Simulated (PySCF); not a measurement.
Working with the constants of LiH

RHF-CCSD(T) constants of LiH, ¹Σ⁺ (singlet), closed shell (basis Li 6-311G(d,p), H 6-311G(d,p); no relativity; PySCF 2.14; masses 7.0160 and 1.0078 u):

- ωe: 1414.7 cm⁻¹
- ωexe: 24.0 cm⁻¹
- Be: 7.5158 cm⁻¹
- αe: 0.219 cm⁻¹
- D (centrifugal): 0.000849 cm⁻¹
- De to Li + H: 2.31 eV

(1) Give the vibrational terms G(v) and spacings up to v = 6.

(2) How well does the Morse estimate ωe²/(4ωexe) reproduce De, and what is D0?

Measured values (Huber and Herzberg, Constants of Diatomic Molecules (1979)): ωe = 1405.65 cm⁻¹, ωexe = 23.2 cm⁻¹, Be = 7.5131 cm⁻¹, αe = 0.2132 cm⁻¹.

Correlated steps freeze no core orbitals. Where the molecule has an RHF reference, its open-shell atoms are computed with UHF.

Results:

(1) G(v) = ωe(v+½) − ωexe(v+½)².

| v | G(v) (cm⁻¹) | G(v) − G(v−1) | Bv (cm⁻¹) |
| --- | --- | --- | --- |
| 0 | 701 |  | 7.406 |
| 1 | 2068 | 1367 | 7.187 |
| 2 | 3387 | 1319 | 6.968 |
| 3 | 4657 | 1271 | 6.749 |
| 4 | 5880 | 1223 | 6.530 |
| 5 | 7055 | 1175 | 6.311 |
| 6 | 8182 | 1127 | 6.092 |

(2) It gives 2.58 eV, 112 % of the computed De. D0 = De − G(0) = 2.31 − 0.09 = 2.22 eV.
